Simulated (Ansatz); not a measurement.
System (SMILES): [OH] (OH), doublet.
Atoms: O1, H2. Bonds: O1-H2.

Basis-set convergence of the optimised O1-H2 bond length at B3LYP with Ansatz (a program for electronic structure). Cartesian d functions, on some or all atoms, in 6-31G**; all else is spherical. The program fits the integrals of some runs and decomposes those of others, by size. Core-valence sets carry the plain set on hydrogen. Open shells are unrestricted. No added dispersion term, no relativity. Reference: the value in aug-cc-pV5Z, 0.9738 Å. Deviations are taken from unrounded values.

```json
[
 {"basis": "def2-SV(P)", "functions": "16", "optimised O1-H2 bond length (Å)": "0.9857", "minus reference (Å)": "0.0119"},
 {"basis": "def2-SVP", "functions": "19", "optimised O1-H2 bond length (Å)": "0.9809", "minus reference (Å)": "0.0071"},
 {"basis": "6-31G**", "functions": "20", "optimised O1-H2 bond length (Å)": "0.9797", "minus reference (Å)": "0.0059"},
 {"basis": "6-311+G**", "functions": "28", "optimised O1-H2 bond length (Å)": "0.9759", "minus reference (Å)": "0.0021"},
 {"basis": "def2-SVPD", "functions": "31", "optimised O1-H2 bond length (Å)": "0.9783", "minus reference (Å)": "0.0045"},
 {"basis": "aug-pcseg-1", "functions": "32", "optimised O1-H2 bond length (Å)": "0.9800", "minus reference (Å)": "0.0062"},
 {"basis": "6-311++G(2d,2p)", "functions": "37", "optimised O1-H2 bond length (Å)": "0.9742", "minus reference (Å)": "0.0005"},
 {"basis": "def2-TZVP", "functions": "37", "optimised O1-H2 bond length (Å)": "0.9767", "minus reference (Å)": "0.0030"},
 {"basis": "cc-pCVTZ", "functions": "57", "optimised O1-H2 bond length (Å)": "0.9748", "minus reference (Å)": "0.0010"},
 {"basis": "aug-pcseg-2", "functions": "69", "optimised O1-H2 bond length (Å)": "0.9741", "minus reference (Å)": "0.0004"},
 {"basis": "def2-QZVPP", "functions": "87", "optimised O1-H2 bond length (Å)": "0.9736", "minus reference (Å)": "-0.0002"},
 {"basis": "pcseg-3", "functions": "93", "optimised O1-H2 bond length (Å)": "0.9737", "minus reference (Å)": "0.0000"},
 {"basis": "aug-cc-pV5Z", "functions": "207", "optimised O1-H2 bond length (Å)": "0.9738", "minus reference (Å)": "0.0000"}
]
```

The smallest set listed that lies within 0.01 Å of the reference with all its larger relatives (same family, alike in diffuse functions; a set with none counts only in the reference's own line) is def2-SVP (19 functions, 0.0071 Å off). Inside, with no larger relative to test it: cc-pCVTZ. (Relatives not listed, tested too: 6-311G** 0.0014, def2-TZVPP 0.0005, def2-TZVPD 0.0030, 6-311++G(3df,3pd) 0.0004, def2-TZVPPD 0.0006, def2-QZVP -0.0002, def2-QZVPPD 0.0000, aug-pcseg-3 0.0000, pcseg-4 -0.0001 Å.)
